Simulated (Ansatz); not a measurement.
# H₃OSSi radical: how energies converge with the basis set

An exercise on one series of results from a longer session: the logs are not shown, and one member is left open.

Computed with Ansatz 0.2.0, Gaussian basis. Level: one geometry, several basis sets.

The runs, in order: PBE0-D4/def2-SVP; ωB97M-V/def2-SVP; PBE0-D4/def2-QZVPP; ωB97M-V/def2-QZVPP; the functionals' def2-TZVPP values are taken from earlier runs.

**The geometry**

An earlier PBE0-D4 in a triple-zeta def2 set relaxation fixed the geometry.

SMILES `O[SiH2][S]`, 6 atoms, charge 0, spin multiplicity 2.

Atoms are counted from 1 here; the program's logs count them from 0.

Bond lengths: O1–Si2 1.639 Å, O1–H4 0.959 Å, Si2–S3 2.114 Å, Si2–H5 1.491 Å, Si2–H6 1.479 Å. Angles: Si2–O1–H4 117.8°, O1–Si2–S3 115.7°, O1–Si2–H5 112.5°, O1–Si2–H6 104.9°, S3–Si2–H5 101.6°, S3–Si2–H6 110.7°, H5–Si2–H6 111.7°.

The first run:

in.yaml

```yaml
crystal:
  periodic: [false, false, false]
  atoms:
    - {symbol: O, position_ang: [-0.506178, -1.252787, 0.071630]}
    - {symbol: Si, position_ang: [0.267296, 0.188630, 0.177638]}
    - {symbol: S, position_ang: [-0.863268, 1.879058, -0.400110]}
    - {symbol: H, position_ang: [-0.970332, -1.452496, -0.743212]}
    - {symbol: H, position_ang: [1.434018, 0.278444, -0.746127]}
    - {symbol: H, position_ang: [0.680564, 0.295250, 1.593882]}
basis:
  gaussian: {orbitals: def2-SVP}
magnetization: {spin_polarized: true, initial_magnetization: 1}
hamiltonian: {xc: pbe0, dispersion: d4}
output: {orbitals: {seedname: orbitals}}
```

Steps of the session up to this table: PBE0-D4 in def2-SVP; ωB97M-V in def2-SVP; PBE0-D4 in def2-QZVPP; ωB97M-V in def2-QZVPP.

One table of the session follows, with a row left open; its other results are not shown here.

It belongs to the step «Functionals by basis». 

```
functional       basis  HOMO (eV)  LUMO (eV)
   PBE0-D4    def2-SVP      -7.42      -4.51
   PBE0-D4  def2-TZVPP      -7.60      -4.61
   PBE0-D4  def2-QZVPP          ?          ?
   ωB97M-V    def2-SVP      -9.61      -2.39
   ωB97M-V  def2-TZVPP      -9.80      -2.62
   ωB97M-V  def2-QZVPP      -9.85      -2.67
```

**Question.** Estimate the row for PBE0-D4, def2-QZVPP.

**Answer.** HOMO (eV): -7.64; LUMO (eV): -4.64. In the column «HOMO (eV)» it lies between ωB97M-V, def2-SVP (-9.61) and PBE0-D4, def2-TZVPP (-7.60).
